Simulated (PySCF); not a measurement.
C3H5FS.
Atom-mapped SMILES: `[CH3:1][C@@H:2]1[S:3][C@H:4]1[F:5]` (hydrogens: H6, H7, H8 on C1; H9 on C2; H10 on C4)

The same species was optimised twice, with GFN2-xTB and with PBE0-D3(BJ)/def2-SVP (PySCF), and the same property calculations (PySCF, gas phase) were run on both structures.

```tsv
coordinate	GFN2-xTB	PBE0-D3(BJ)/def2-SVP	change
C1–H6 (Å)	1.089	1.102	+0.013
C1–H7 (Å)	1.087	1.100	+0.013
C1–H8 (Å)	1.088	1.100	+0.012
C2–S3 (Å)	1.819	1.831	+0.012
C4–H10 (Å)	1.086	1.097	+0.011
C2–H9 (Å)	1.086	1.097	+0.011
C2–C4 (Å)	1.480	1.472	-0.008
C4–F5 (Å)	1.352	1.347	-0.005
S3–C4 (Å)	1.795	1.798	+0.003
C1–C2 (Å)	1.503	1.502	-0.001
C4–C2–H9 (°)	115.5	113.3	-2.2
C2–C4–H10 (°)	121.3	119.7	-1.6
C1–C2–C4 (°)	120.6	121.8	+1.2
F5–C4–H10 (°)	110.2	111.2	+1.0
C1–C2–S3 (°)	118.4	119.2	+0.8
H7–C1–H8 (°)	108.7	107.9	-0.8
C2–C1–H8 (°)	110.2	110.9	+0.7
H6–C1–H8 (°)	108.6	108.0	-0.6
```

Rotational constants: A = 5607, B = 3601, C = 2419 MHz (GFN2-xTB) against A = 5520, B = 3617, C = 2406 MHz (PBE0-D3(BJ)/def2-SVP). Point groups within 0.08 Å: C1 and C1.

On the GFN2-xTB structure: lowest singlet, TDDFT (eV) 5.05 [CAM-B3LYP/def2-SVPD]; lowest triplet, Tamm–Dancoff (eV) 4.62 [CAM-B3LYP/def2-SVPD]; isotropic polarisability (au) 56.1 [CAM-B3LYP/def2-SVPD]; HOMO (eV) -8.41 [CAM-B3LYP/def2-SVPD]; LUMO (eV) 0.81 [CAM-B3LYP/def2-SVPD]; dipole (D) 2.41 [CAM-B3LYP/def2-SVPD]; C1s of C1 (eV) 291.22 [delta-SCF UKS SCAN, pcX-2 on the ionised atom, pcseg-1 elsewhere, spin-free X2C]; C1s of C2 (eV) 291.92 [delta-SCF UKS SCAN, pcX-2 on the ionised atom, pcseg-1 elsewhere, spin-free X2C]; S1s of S3 (eV) 2477.03 [delta-SCF UKS SCAN, pcX-2 on the ionised atom, pcseg-1 elsewhere, spin-free X2C]; S2p of S3 (eV) 169.68 [delta-SCF UKS SCAN, pcX-2 on the ionised atom, pcseg-1 elsewhere, spin-free X2C]; C1s of C4 (eV) 293.85 [delta-SCF UKS SCAN, pcX-2 on the ionised atom, pcseg-1 elsewhere, spin-free X2C]; F1s of F5 (eV) 692.85 [delta-SCF UKS SCAN, pcX-2 on the ionised atom, pcseg-1 elsewhere, spin-free X2C].

Q: What do these properties become on the PBE0-D3(BJ)/def2-SVP structure?

A: 
```json
{"property": "lowest singlet, TDDFT (eV)", "level": "CAM-B3LYP/def2-SVPD", "on GFN2-xTB": "5.05", "on PBE0-D3(BJ)/def2-SVP": "5.02", "change": "-0.03"}
{"property": "lowest triplet, Tamm–Dancoff (eV)", "level": "CAM-B3LYP/def2-SVPD", "on GFN2-xTB": "4.62", "on PBE0-D3(BJ)/def2-SVP": "4.59", "change": "-0.03"}
{"property": "isotropic polarisability (au)", "level": "CAM-B3LYP/def2-SVPD", "on GFN2-xTB": "56.1", "on PBE0-D3(BJ)/def2-SVP": "56.7", "change": "+0.6"}
{"property": "HOMO (eV)", "level": "CAM-B3LYP/def2-SVPD", "on GFN2-xTB": "-8.41", "on PBE0-D3(BJ)/def2-SVP": "-8.42", "change": "-0.01"}
{"property": "LUMO (eV)", "level": "CAM-B3LYP/def2-SVPD", "on GFN2-xTB": "0.81", "on PBE0-D3(BJ)/def2-SVP": "0.79", "change": "-0.02"}
{"property": "dipole (D)", "level": "CAM-B3LYP/def2-SVPD", "on GFN2-xTB": "2.41", "on PBE0-D3(BJ)/def2-SVP": "2.41", "change": "0.00"}
{"property": "energy, GFN2-xTB geometry as zero (kcal/mol)", "level": "CAM-B3LYP/def2-SVPD", "on GFN2-xTB": "0.0", "on PBE0-D3(BJ)/def2-SVP": "-0.4", "change": "-0.4"}
{"property": "C1s of C1 (eV)", "level": "delta-SCF UKS SCAN, pcX-2 on the ionised atom, pcseg-1 elsewhere, spin-free X2C", "on GFN2-xTB": "291.22", "on PBE0-D3(BJ)/def2-SVP": "291.31", "change": "+0.09"}
{"property": "C1s of C2 (eV)", "level": "delta-SCF UKS SCAN, pcX-2 on the ionised atom, pcseg-1 elsewhere, spin-free X2C", "on GFN2-xTB": "291.92", "on PBE0-D3(BJ)/def2-SVP": "291.93", "change": "+0.01"}
{"property": "S1s of S3 (eV)", "level": "delta-SCF UKS SCAN, pcX-2 on the ionised atom, pcseg-1 elsewhere, spin-free X2C", "on GFN2-xTB": "2477.03", "on PBE0-D3(BJ)/def2-SVP": "2477.03", "change": "0.00"}
{"property": "S2p of S3 (eV)", "level": "delta-SCF UKS SCAN, pcX-2 on the ionised atom, pcseg-1 elsewhere, spin-free X2C", "on GFN2-xTB": "169.68", "on PBE0-D3(BJ)/def2-SVP": "169.68", "change": "0.00"}
{"property": "C1s of C4 (eV)", "level": "delta-SCF UKS SCAN, pcX-2 on the ionised atom, pcseg-1 elsewhere, spin-free X2C", "on GFN2-xTB": "293.85", "on PBE0-D3(BJ)/def2-SVP": "293.86", "change": "+0.01"}
{"property": "F1s of F5 (eV)", "level": "delta-SCF UKS SCAN, pcX-2 on the ionised atom, pcseg-1 elsewhere, spin-free X2C", "on GFN2-xTB": "692.85", "on PBE0-D3(BJ)/def2-SVP": "692.92", "change": "+0.07"}
```

The heavy atoms differ by 0.013 Å rms after alignment. Among all bonds C1–H6, C1–H7, C1–H8 and C2–S3 change most and about equally (+0.012 to +0.013 Å). Changes are differences of the printed values. Neither structure is proved a minimum here.
